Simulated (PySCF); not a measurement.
C₅H₃S (doublet state).
Cartesian coordinates in Å at the GFN2-xTB level; atoms count from 1:
```
atom  x, y, z in Å
C1     1.2548    0.5633    0.4630
C2     0.1448   -0.0299    0.0620
C3    -0.4245   -1.3788   -0.0197
C4    -1.5743   -0.8949   -0.5669
C5    -1.1222    0.5028   -0.5409
S6    -1.6502    1.9594   -0.9380
H7     2.0720   -0.0008    0.8786
H8     1.3683    1.6309    0.3835
H9    -0.0552   -2.3460    0.2533
```

The species is `C=C1C=[C]C1=S` [radical].

Computed, not measured: UKS B3LYP, pcH-1 on C H S, non-relativistic, mean-field spin-orbit, GIAO (PySCF 2.14.0). Isolated species at its GFN2-xTB geometry, gas phase. A GFN2-xTB geometry isn't a minimum of the functional, and hyperfine couplings can be far from their values at a DFT geometry. The SCF solution wasn't tested for stability.

The isotropic 13C couplings are +401.1, +132.6, +31.6, +25.2, +20.2 MHz. Assign them to C1; C2; C3; C4; C5.

```tsv
site	a_iso (MHz)	ρ(0) (bohr⁻³)	position	distance from C4 (Å)	spin population	largest |T| (MHz)
C1	+31.6	+0.0281	3 bonds from C4	3.35	-0.05	13.3
C2	+132.6	+0.1180	2 bonds from C4	2.02	+0.12	11.4
C3	+20.2	+0.0178	1 bond from C4	1.36	-0.09	22.5
C4	+401.1	+0.3569	largest spin population	0.00	+0.94	130.1
C5	+25.2	+0.0226	1 bond from C4	1.47	0.00	22.7
```

Match the computed a_iso(1H) values +10.8, +6.4, +3.6 MHz with the sites H7; H8; H9.

| site | a_iso (MHz) | ρ(0) (bohr⁻³) | position | distance from C4 (Å) | bound to | spin population there | largest \|T\| (MHz) |
| --- | --- | --- | --- | --- | --- | --- | --- |
| H7 | +6.4 | +0.0014 | 4 bonds from C4 | 4.02 | C1 | -0.05 | 3.5 |
| H8 | +3.6 | +0.0008 | 4 bonds from C4 | 3.99 | C1 | -0.05 | 4.1 |
| H9 | +10.8 | +0.0024 | 2 bonds from C4 | 2.26 | C3 | -0.09 | 10.1 |

ρ(0) is the spin density at the nucleus and T the dipolar tensor; a_iso includes a spin–orbit part. The Mulliken spin populations are largest on C4 (+0.94), C2 (+0.12), C3 (-0.09) and S6 (+0.07). No atom but C4 exceeds +0.15.
